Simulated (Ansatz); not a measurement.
## Ansatz (development build ahead of 0.2.0) run

```yaml
crystal:
  periodic: [false, false, false]
  atoms:
    - { symbol: S, position_ang: [-0.16438, 0.01955, 0.39418] }
    - { symbol: O, position_ang: [0.94826, -0.84755, 0.12496] }
    - { symbol: O, position_ang: [-0.60886, 0.84297, -0.89157] }
basis:
  gaussian: { orbitals: def2-SVP }
total_charge: 1
magnetization:
  spin_polarized: true
  initial_magnetization: 1
hamiltonian:
  xc: hf
output:
  forces: true
```

The input is written out in the form of the current development build from the run's settings.

Output:

- Converged: yes
- Total energy: -546.51980 hartree
- Spin squared of the determinant: 1.175
- Stability test: minimum

Forces (eV/Å):
```tsv
atom	Fx	Fy	Fz
S1	-0.352	0.407	-0.301
O2	-0.327	0.425	-0.418
O3	0.679	-0.831	0.719
```

Caution: the unrestricted determinant is spin contaminated.
